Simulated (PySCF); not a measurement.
## NaF⁺: script and output

The script input.py:

```python
from pyscf import gto, dft

mol = gto.M(
    atom='Na 0 0 0; F 0 0 2.13',
    basis='lanl2dz',
    ecp={'Na': 'lanl2dz'},
    charge=1,
    spin=1,
    verbose=4,
)
mf = dft.UKS(mol, xc='tpss')
mf.kernel()
g = mf.nuc_grad_method()
g.grid_response = True
g.kernel()
mf.dip_moment()
print('orbital energies (hartree):', [e[max(0, n-3):n+3].round(4) for e, n in zip(mf.mo_energy, mol.nelec)])
```

```bash
$ OMP_NUM_THREADS=1 python input.py
```

The log (some set-up lines and the per-cycle HOMO/LUMO lines with their warnings removed):

```
PySCF version 2.14.0

[INPUT] verbose = 4
[INPUT] num. atoms = 2
[INPUT] num. electrons = 9
[INPUT] charge = 1
[INPUT] spin (= nelec alpha-beta = 2S) = 1
[INPUT] symmetry False subgroup None
[INPUT] Mole.unit = angstrom
[INPUT] Symbol           X                Y                Z      unit          X                Y                Z       unit  Magmom
[INPUT]  1 Na     0.000000000000   0.000000000000   0.000000000000 AA    0.000000000000   0.000000000000   0.000000000000 Bohr   0.0
[INPUT]  2 F      0.000000000000   0.000000000000   2.130000000000 AA    0.000000000000   0.000000000000   4.025116645324 Bohr   0.0

nuclear repulsion = 2.23596004614085
number of shells = 9
number of NR pGTOs = 37
number of NR cGTOs = 17
basis = lanl2dz
ecp = {'Na': 'lanl2dz'}

******** <class 'pyscf.dft.uks.UKS'> ********
method = UKS
initial guess = minao
damping factor = 0
level_shift factor = 0
DIIS = <class 'pyscf.scf.diis.CDIIS'>
diis_start_cycle = 1
diis_space = 8
diis_damp = 0
SCF conv_tol = 1e-09
SCF conv_tol_grad = None
SCF max_cycles = 50
direct_scf = True
direct_scf_tol = 1e-13
number electrons alpha = 5  beta = 4
XC library pyscf.dft.libxc version 7.0.0
    S. Lehtola, C. Steigemann, M. J.T. Oliveira, and M. A.L. Marques.,  SoftwareX 7, 1–5 (2018)
XC functionals = tpss
    J. Tao, J. P. Perdew, V. N. Staroverov, and G. E. Scuseria.,  Phys. Rev. Lett. 91, 146401 (2003)
    J. P. Perdew, J. Tao, V. N. Staroverov, and G. E. Scuseria.,  J. Chem. Phys. 120, 6898 (2004)
    J. Tao, J. P. Perdew, V. N. Staroverov, and G. E. Scuseria.,  Phys. Rev. Lett. 91, 146401 (2003)
    J. P. Perdew, J. Tao, V. N. Staroverov, and G. E. Scuseria.,  J. Chem. Phys. 120, 6898 (2004)
radial grids:
    Treutler-Ahlrichs [JCP 102, 346 (1995); DOI:10.1063/1.469408] (M4) radial grids

becke partition: Becke, JCP 88, 2547 (1988); DOI:10.1063/1.454033
pruning grids: <function nwchem_prune>
grids dens level: 3
symmetrized grids: False
atomic radii adjust function: <function treutler_atomic_radii_adjust>
small_rho_cutoff = 0
Set gradient conv threshold to 3.16228e-05
tot grids = 32368
init E= -99.9147906550171

cycle= 1 E= -99.753184123289  delta_E= 0.162  |g|= 0.0484  |ddm|= 0.974
cycle= 2 E= -99.7547801422925  delta_E= -0.0016  |g|= 0.0198  |ddm|= 0.0658
cycle= 3 E= -99.754871332341  delta_E= -9.12e-05  |g|= 0.0135  |ddm|= 0.0227
cycle= 4 E= -99.7549410523708  delta_E= -6.97e-05  |g|= 0.000466  |ddm|= 0.00963
cycle= 5 E= -99.7549411955333  delta_E= -1.43e-07  |g|= 2.51e-05  |ddm|= 0.000593
cycle= 6 E= -99.7549411960195  delta_E= -4.86e-10  |g|= 1.33e-06  |ddm|= 3.79e-05
Extra cycle  E= -99.7549411960242  delta_E= -4.62e-12  |g|= 1.36e-06  |ddm|= 6.68e-06
converged SCF energy = -99.7549411960242  <S^2> = 0.75057232  2S+1 = 2.0005722

******** <class 'pyscf.grad.uks.Gradients'> for <class 'pyscf.dft.uks.UKS'> ********
unit = Eh/Bohr
grid_response = True
--------------- UKS gradients ---------------
         x                y                z
0 Na    -0.0000000000     0.0000000000     0.0181252408
1 F     0.0000000000    -0.0000000000    -0.0181252408
----------------------------------------------

WARN: System has nonzero charge 1; the dipole moment is origin-dependent.
Location of origin: [0. 0. 0.]

Dipole moment(X, Y, Z, Debye): -0.00000, -0.00000,  0.17979
orbital energies (hartree): [array([-0.734 , -0.6526, -0.6427, -0.2114, -0.1359, -0.1345]), array([-1.3101, -0.6237, -0.614 , -0.5597, -0.209 , -0.1349])]
```

In short: E(SCF) = -99.754941 Eh, 6 cycles, ⟨S²⟩ = 0.751, gradient on the second atom -0.0181 Eh/bohr.

Hardware: Arm Neoverse V2, 1 thread, shared host. Wall time 1.7 s, peak memory 0.18 GiB.

The bond length is a typed value, not an optimised one. The dipole of an ion depends on the origin. No search for the lowest solution was made.
